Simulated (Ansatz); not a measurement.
Geometry optimisation, RKS PBE0-D4/def2-SVPD (Ansatz).

The input (input.yaml):

```yaml
crystal:
  periodic: [false, false, false]
  atoms:
    - { symbol: Si, position_ang: [-0.8456, -1.0281, -0.1223] }
    - { symbol: Si, position_ang: [0.2671, 1.3081, -0.0878] }
    - { symbol: H, position_ang: [-0.121, -1.9613, -1.0009] }
    - { symbol: H, position_ang: [-0.9161, -1.504, 1.2645] }
    - { symbol: H, position_ang: [-2.2319, -1.1095, -0.6144] }
    - { symbol: H, position_ang: [1.3822, -0.1274, 0.4109] }
    - { symbol: H, position_ang: [0.9618, -1.0013, 0.4102] }
    - { symbol: H, position_ang: [0.7779, 1.6257, 1.2553] }
    - { symbol: H, position_ang: [1.3219, 1.3408, -1.1088] }
    - { symbol: H, position_ang: [-0.5963, 2.4571, -0.4067] }
basis:
  gaussian: { orbitals: def2-SVPD }
hamiltonian:
  xc: pbe0
  dispersion: d4
relax:
  f_tol: 0.15
  max_steps: 25
  restrain:
    - { distance: [0, 6], at: 1.42, k: 30.0 }
    - { distance: [5, 1], at: 1.42, k: 30.0 }
    - { distance: [0, 1], at: 3.52, k: 30.0 }
    - { distance: [5, 6], at: 1.92, k: 30.0 }
```

Launched with:

```bash
$ ansatz run input.yaml --threads 2 --pin off --max-ram 3072MiB --backend cpu --events-out ev --progress --plain --runs-dir out
```

Problem. Where does it end, and by what steps?

Solution. The forces met the threshold. The restraints hold the end off the free minimum. After 18 steps the energy has fallen by 2.031 eV (the restraints' own energy left out); H5 moved furthest, 1.53 Å. Joined: Si1–H7 (1.88 → 1.45 Å), Si2–H6 (1.88 → 1.45 Å).

| step | energy less start (eV) | largest force component (eV/Å) | accepted |
| --- | --- | --- | --- |
| 0 | 0.0000 | 4.106 | yes |
| 1 | 2.7882 | 4.566 | yes |
| 2 | 5.2538 | 4.782 | yes |
| 3 | 5.1571 | 2.078 | yes |
| 4 | 3.7625 | 3.574 | yes |
| 5 | 2.3725 | 2.839 | yes |
| 6 | 1.0596 | 3.297 | yes |
| 7 | -0.0351 | 2.957 | yes |
| 8 | -0.6692 | 2.592 | yes |
| 9 | -1.0970 | 2.266 | yes |
| 10 | -1.4020 | 2.083 | yes |
| 11 | -1.6201 | 1.908 | yes |
| 12 | -1.7633 | 1.708 | yes |
| 13 | -1.8674 | 1.551 | yes |
| 14 | -1.9208 | 1.429 | yes |
| 15 | -1.9704 | 1.285 | yes |
| 16 | -2.0124 | 1.030 | yes |
| 17 | -2.0243 | 1.045 | yes |
| 18 | -2.0314 | 1.079 | yes |

```xyz
10
Properties=species:S:1:pos:R:3
Si -0.581 -1.656 -0.231
Si 0.604 1.631 0.242
H -0.916 -2.999 -0.801
H -1.386 -1.429 1.015
H -0.934 -0.597 -1.232
H 0.940 0.296 0.697
H 0.826 -1.535 0.084
H 1.338 2.662 1.043
H 0.978 1.769 -1.203
H -0.868 1.858 0.387
```

Run time: 21 s on 2 threads of Intel(R) Xeon(R) 6975P-C (Granite Rapids), with other jobs on the host, peak memory 0.22 GiB.
